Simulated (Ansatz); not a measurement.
Input for Ansatz (development build ahead of 0.2.0):

```yaml
crystal:
  periodic: [false, false, false]
  atoms:
    - { symbol: Al, position_ang: [0.0, 0.0, -1.03588] }
    - { symbol: "N", position_ang: [0.0, 0.0, 1.03588] }
basis:
  gaussian: { orbitals: "6-31G" }
magnetization:
  spin_polarized: true
  initial_magnetization: 2
hamiltonian:
  xc: hf
correlation:
  method: bccd_t
  frozen_orbitals: { Al: 5, "N": 1 }
```

The input is written out in the form of the current development build from the run's settings.

Results

```
Converged                               : yes
Reference energy (starting determinant) : -296.25089 hartree
Correlation energy                      : -0.10474 hartree
Total energy                            : -296.35563 hartree
```
